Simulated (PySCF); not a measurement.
Phosphorus: a sound run and one with changed settings

Sound run: P [Ne] 3s2 3p3, P+ [Ne] 3s2 3p2. Computed with PySCF 2.14 in cc-pVDZ-DK, with the spin-free X2C one-electron Hamiltonian (Gaussian nucleus). In the sound run the correlated levels freeze [Ne]. The sound run starts from symmetry-adapted Hartree-Fock orbitals and uses a fine grid where one is needed.

Changed run: initial guess atom, at most 50 SCF cycles.

| species | method | sound run (hartree) | changed run (hartree) | converged |
| --- | --- | --- | --- | --- |
| P | UHF | -341.52339 | -341.52339 | yes |
| P | B3LYP | -342.09830 | -342.09830 | yes |
| P | CCSD(T) | -341.60560 | -341.60560 | yes |
| P+ | MN15 | -341.68688 | -341.68688 | yes |
| P+ | MP2 | -341.20817 | -341.20817 | yes |

Here the plain start reaches the same solutions.
